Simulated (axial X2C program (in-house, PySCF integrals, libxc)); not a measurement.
**Nuclear properties of SAlS⁺**

Calculated with an in-house all-electron X2C program for linear molecules (integrals from PySCF): two-component X2C with atomic mean-field Coulomb and Gaunt terms, Gaussian nuclei, basis S dyall-av3z, Al dyall-v3z with contracted cores.

S–Al–S held linear, with bonds 2.128 and 2.128 Å (near the PBE0 minimum at charge 1 of the determinant lowest at the starting distance; the state shown can have its own minimum elsewhere, held linear; other orders of the atoms were not compared).

Input and command:
```json
{"zs": [16, 13, 16], "q": 1, "bas": ["dyall-av3z", "dyall-v3z", "dyall-av3z"], "r0": [2.07, 2.07], "symm": 1, "scan": ["PBE0", "HF", "BHandHLYP"], "levels": ["PBE0", "HF", "TPSSh"], "nst": 2}
```
```bash
python solin.py task.json out
```

Keys: zs atomic numbers; q charge; bas basis sets; r0 starting distance in Å; symm equal bonds; scan levels of the two-bond scan; levels methods; nst determinants followed.

Determinant lowest in the PBE0 search, Ω = 3 (⟨Sz⟩ = 1.00, ⟨Lz⟩ = 2.00 at PBE0), spin on the atoms S 0.48, Al 0.04, S 0.48:

| level | A∥/gI S (MHz) | qzz S (a.u.) | A∥/gI Al (MHz) | qzz Al (a.u.) |
| --- | --- | --- | --- | --- |
| PBE0 | 113 | -0.04 | 0.282 | -1.40 |
| HF | 117 | -0.09 | -4.73 | -1.60 |
| TPSSh | 117 | -0.09 | 4.58 | -1.34 |

Determinant 0.09 eV from it at PBE0 and this distance, Ω = 1 (⟨Sz⟩ = -1.00, ⟨Lz⟩ = 2.00 at PBE0), spin on the atoms S -0.48, Al -0.04, S -0.48:

```tsv
level	A∥/gI S (MHz)	qzz S (a.u.)	A∥/gI Al (MHz)	qzz Al (a.u.)
PBE0	559	-0.06	70.6	-1.40
HF	513	-0.11	74.6	-1.59
TPSSh	533	-0.11	59.8	-1.34
```

A∥ (defined per Ω) follows by multiplying with gI = μI/(I μN); qzz is the electric field gradient, eQq0 = 234.96 MHz × Q/barn × qzz. The operators were transformed with the bare-nucleus X2C matrices; with these basis sets, hyperfine constants and field gradients can be off by tens of per cent, and where levels differ in sign neither size nor sign is settled.

Problem. With gI(33S) = 0.4292, Q(27Al) = 0.1466 barn (g factors from the IAEA table of nuclear moments by Stone; Q from Pyykkö, Mol. Phys. 2018), turn the PBE0 values of the first state into constants in MHz.

Solution. A∥(33S) = 113 × 0.4292 = 48.5 MHz; eQq0(27Al) = 234.96 × (0.1466) × (-1.40) = -48.2 MHz.

The molecule was held linear; bending was not examined, so a bent shape may lie lower.

Each state is one determinant with collinear spin, which with several unpaired electrons need not be a pure state. Unrestricted Hartree–Fock can overshoot spin polarisation at the nuclei. With several open shells hyperfine constants can be off by a factor of several. Open-shell Ω = 0 determinants with evenly filled partner blocks cannot be reached by this program, so the Ω shown need not be the lowest component. The search compared states at one distance, so a state with another bond length can lie lower. Where a field gradient or hyperfine factor spreads by more than a factor of two over the levels, a constant derived from it is not to be relied on. PBE0 term energies can be off by some tenths of an eV.
